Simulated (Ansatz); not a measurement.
[SiH5]- (SiH₅⁻). Charge -1, multiplicity 3. Geometry PBE0-D4/def2-TZVPD, that of the charge -1 singlet; atoms count from 1.

```csv
atom,x (Å),y (Å),z (Å)
Si1,0.0000,0.0000,0.0000
H2,-0.6362,0.4680,1.4169
H3,0.6362,-0.4681,-1.4169
H4,-0.1516,-1.4670,0.4165
H5,1.2895,0.7603,0.3279
H6,-1.1379,0.7067,-0.7444
```

The highest occupied level of the charge -1 triplet lies above zero (up to 2.30 eV). By energy differences it is unbound by 1.10 eV (vertical, to the charge 0 doublet, at PBE0-D4/def2-TZVPD) and held by the finite basis. At PBE0-D4/def2-TZVPD a singlet of charge -1 lies 3.13 eV below the triplet at the same geometry.

Q: Estimate the Mulliken populations from the PBE0/def2-TZVPD orbitals of Ansatz.

A: 
```csv
atom,charge (e),spin (α − β)
Si1,-1.94,1.28
H2,0.21,0.26
H3,0.21,0.26
H4,0.18,0.06
H5,0.18,0.06
H6,0.18,0.06
```
Mulliken values and Mayer orders depend strongly on the basis. With diffuse functions, as here, like atoms can get unlike values, and bond orders can come out too low or too high.

Q: Where does the spin sit?

A: Summed by element: Si 1.28, H 0.72, of 2 unpaired in all. Largest on single atoms: Si1 1.28, H3 0.26, H2 0.26.
